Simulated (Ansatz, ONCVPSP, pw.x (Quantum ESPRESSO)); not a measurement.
**Pt (Z = 78) (bcc): variants of one ONCV potential in the solid**

* Element: Pt
* Generator: ONCVPSP 4.0.1.1 (patched build)
* Type: optimised norm-conserving Vanderbilt (ONCV)
* Functional: LDA (Perdew-Wang 92)
* Relativity: scalar-relativistic
* Frozen core: [Kr] 4d10 4f14
* Valence charge: 18
* Reference configuration: 5s2 5p6 5d9 6s1
* Partial waves: 5s+6s: rc 1.80 bohr, ncon 4, nbas 7, qcut 6.8 1/bohr, 2 projectors; 5p: rc 1.75 bohr, ncon 4, nbas 8, qcut 9.7 1/bohr, 1 projector; 5d: rc 1.95 bohr, ncon 4, nbas 9, qcut 9.5 1/bohr, 3 projectors, debl 1.6 Ha
* Local potential: polynomial inside 1.15 bohr (lpopt 4, dvloc0 2 Ha)
* Core correction: Teter function, fcfact 4.5, rcfact 1.35

Crystal test: bcc Pt in pw.x 7.5, no spin, 15³ k-points, Fermi–Dirac smearing 0.01 Ry, cutoffs set for each file from its atomic test. The reference is all-electron LAPW (Ansatz 0.2.0) with the same functional, mesh and smearing; V0 and B0 come from Birch–Murnaghan fits to the pressures at five volumes. Errors are pseudo minus all-electron; Δ is the rms difference of the E(V) curves that follow from these fits, minima aligned, over ±6 % about the mean V0. Mesh and smearing are coarse, so the numbers serve the comparison and aren't converged zero-temperature values; the lattice is a test structure that the element need not adopt.

All-electron: a0 = 3.102 Å (V0 = 14.93 Å³/atom), B0 = 293.0 GPa.

Base: This is a poor potential for the solid.

A dash in a converged row means that the minimum lies outside the volumes sampled.

```tsv
change	cutoffs (Ry)	pw.x	a0 (Å)	a0 error (%)	B0 error (%)	Δ (meV/atom)	mean pressure error (GPa)
base	70/280	converged	3.078	-0.78	+5.8	22.9	-6.78
p: rc 1.22	105/420	converged	3.090	-0.40	+2.0	11.5	-3.42
p: rc 1.92	65/260	converged	3.075	-0.89	+6.9	26.1	-7.73
p: rc 2.16	65/260	converged	3.069	-1.07	+8.6	31.7	-9.36
p: rc 2.54	65/260	converged	–	–	–	–	-13.55
```

Problem. Give the row for: p: rc 1.52.

Solution. pw.x: converged; mean pressure error (GPa): -4.87; a0 (Å): 3.085; a0 error (%): -0.56; B0 error (%): +3.6; Δ (meV/atom): 16.4.
